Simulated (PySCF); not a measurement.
Species: C₄H₉N₂ (doublet state).
Z-matrix (Å and degrees, GFN2-xTB geometry), rows numbered from 1:
```
C 
C   1  1.4701
C   2  1.5216  1  105.37
N   3  1.2566  2  118.35  1   -92.10
C   3  1.5209  2  114.78  1    85.33
N   5  1.4477  3  115.97  2  -174.72
H   1  1.0720  2  119.53  3    79.81
H   1  1.0736  2  120.49  3   -85.65
H   2  1.0900  1  111.10  3  -116.59
H   2  1.0912  1  111.94  3   119.06
H   4  1.0190  3  116.20  2   176.63
H   5  1.0940  3  108.49  2   -52.82
H   5  1.0954  3  108.29  2    63.77
H   6  1.0149  5  110.69  3    59.12
H   6  1.0148  5  110.82  3   -61.16
```

The hyperfine couplings belong to this conformer and change with its torsions.

Identity: `[H]/N=C(/C[CH2])CN` [radical].

Computed with UKS B3LYP, pcH-1 on C H N, non-relativistic, mean-field spin-orbit, GIAO (PySCF 2.14.0). Geometry: GFN2-xTB, one conformer, isolated molecule. The geometry wasn't refined by DFT: couplings that depend on bond lengths, twists or pyramidal angles can differ widely from those at the functional's own minimum. No stability test was run, so a lower SCF solution isn't excluded.

Principal values of hyperfine tensors in MHz (contact and dipolar terms together), for some of the nuclei:

```tsv
atom	isotope	A1	A2	A3
C1	13C	18.74	19.58	257.28
C3	13C	73.07	76.58	95.50
H8	1H	-99.71	-61.31	-22.42
H7	1H	-98.39	-60.55	-21.45
H9	1H	35.93	36.84	50.08
C2	13C	-32.48	-28.65	-27.23
H11	1H	4.22	5.99	12.70
N4	14N	-0.02	0.81	6.97
```

Q: Give the isotropic coupling of each nucleus in MHz and in mT (g = 2.0027), and the anisotropic part.

A: a_iso = (A1 + A2 + A3)/3, Ti = Ai − a_iso; 1 mT corresponds to 28.030 MHz.

```
atom  a_iso (MHz)  a_iso (mT)      T1      T2      T3
  C1        98.53       3.515  -79.80  -78.95  158.75
  C3        81.72       2.915   -8.64   -5.14   13.78
  H8       -61.15      -2.181  -38.56   -0.16   38.72
  H7       -60.13      -2.145  -38.26   -0.42   38.68
  H9        40.95       1.461   -5.02   -4.11    9.13
  C2       -29.45      -1.051   -3.02    0.80    2.22
 H11         7.64       0.273   -3.41   -1.64    5.06
  N4         2.59       0.092   -2.60   -1.78    4.38
```

Q: What spin density at the nucleus of C2 lies behind its contact coupling (g_N = 1.40482)?

A: a_FC = (2μ0/3) gₑ μB g_N μN ρ(0)/(2S·h) = 800.24 MHz × g_N × ρ(0)/(2S), with ρ in bohr⁻³. With a_FC = -29.45 MHz and 2S = 1, ρ(0) = -0.0262 bohr⁻³.

Q: H10 (1H, g_N = 5.58569) isn't in the table. Its spin density at the nucleus is 0.007271 bohr⁻³. What is its contact coupling?

A: By the same relation, a_FC = 32.5 MHz. Its full tensor has the principal values 27.76, 28.16, 41.58 MHz.

Q: Which nucleus of the table has the largest anisotropic coupling, and what is its form?

A: C1: -79.8, -79.0, 158.7 MHz, axial, in the ratio −1:−1:+2, the form that spin in one p orbital centred on that nucleus gives.

Q: What first-order splitting does C3 cause when the field lies along A1, A2 or A3 of its tensor (g taken as isotropic, no quadrupole term)?

A: 2 lines (I = 1/2), spaced by |A_i|/(g × 13.996): 2.61, 2.73, 3.41 mT along the axes of A1, A2 and A3.
